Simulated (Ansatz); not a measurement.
**Si3Br2: from a trial structure to a relaxed crystal**

All numbers below come from DFT PBE, scalar-relativistic, plane waves, PAW in Ansatz. Cutoff 420 eV, Γ-centred k mesh, Gaussian smearing, no spin polarisation in the final step.

A relaxed cell is given with its space group left out.

```
CELL_PARAMETERS angstrom
3.89912 0.00000 0.00000
-1.94956 3.37674 0.00000
0.00000 0.00000 12.24928
ATOMIC_POSITIONS crystal
Si 0.00000 0.00000 0.00000
Si 0.33333 0.66667 0.51736
Si 0.66667 0.33333 0.48264
Br 0.33333 0.66667 0.13145
Br 0.66667 0.33333 0.86855
```

The zero of energy is the elements' standard structures at the same level; no fitted shifts are applied.

Question: What space group does it have?

Answer: P-3m1 (No. 164). Conventional cell: a = 3.899 Å, c = 12.249 Å. Around Si on Wyckoff site a (1 atom of the primitive cell) lie 6 Br at 2.77 Å; around Si on Wyckoff site d (2 atoms of the primitive cell) lie 3 Si at 2.29 Å; Br is coordinated by 3 Si at 2.77 Å.

Question: How far does it lie from the elements in energy?

Answer: 0.08 eV/atom.

Question: Is it a metal?

Answer: Yes, bands cross the Fermi level on the 12×12×4 mesh.

The final run used a 12×12×4 mesh on its 5-atom cell and 0.10 eV smearing. The k mesh leaves about 4 meV/atom of noise in metals. No dispersion correction is applied, so the spacing between layers, chains or molecules is poorly fixed, and with it the volume and density. The cell came from a trial start, so Si3Br2 may not exist in this structure.

Cost: 4 runs of about 2.8 core-minutes in all, on Arm Neoverse V2 (shared hosts).